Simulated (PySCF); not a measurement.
**Exercise with solution: entropy of an ideal gas**

C3H6, SMILES C=CC.

Coordinates come from a r2SCAN-D4/def2-TZVP optimisation.

PySCF with r2SCAN-D4/def2-TZVP gives the harmonic wavenumbers 211, 428, 590, 927, 933, 943, 1031, 1063, 1191, 1327, 1394, 1443, 1472, 1487, 1705, 3018, 3071, 3106, 3127, 3132, 3221 cm⁻¹ and the rotational temperatures 2.2547, 0.4488, 0.3931 K. The molar mass is 42.08 g/mol, the symmetry number 1, the spin multiplicity 1.

Work out the entropy at 298.15 K and 1 atm in the rigid-rotor, harmonic-oscillator model.


Translation (Sackur–Tetrode at 1 atm): S = R[1.5 ln M + 2.5 ln T − 1.16487] = 155.4 J/(mol K).
Rotation: q = (√π/σ) T^1.5/√(θA θB θC) = 14500, S = R[ln q + 3/2] = 92.1 J/(mol K).
Vibration: with u = 1.4388 ν/T, each mode gives R[u/(e^u − 1) − ln(1 − e^−u)]:
| ν (cm⁻¹) | modes | u | S (J/(mol K)) |
|---|---|---|---|
| 211 | 1 | 1.02 | 8.51 |
| 428 | 1 | 2.07 | 3.62 |
| 590 | 1 | 2.85 | 1.95 |
| 927 | 1 | 4.47 | 0.52 |
| 933 | 1 | 4.50 | 0.51 |
| 943 | 1 | 4.55 | 0.49 |
| 1031 | 1 | 4.98 | 0.35 |
| 1063 | 1 | 5.13 | 0.30 |
| 1191 | 1 | 5.75 | 0.18 |
| 1327 | 1 | 6.40 | 0.10 |
| 1394 | 1 | 6.73 | 0.08 |
| 1443 | 1 | 6.96 | 0.06 |
| 1472 | 1 | 7.10 | 0.06 |
| 1487 | 1 | 7.18 | 0.05 |
| 1705 | 1 | 8.23 | 0.02 |
The stiffer modes add less than 0.005 each. Sum 16.8 J/(mol K).
Spin: R ln 1 = 0.0 J/(mol K).
Total 264.3 J/(mol K); the program's own thermochemistry gives 264.3. Translation makes up 59 % and vibration 6 %. Anharmonicity, hindered rotation and orbital degeneracy are left out.
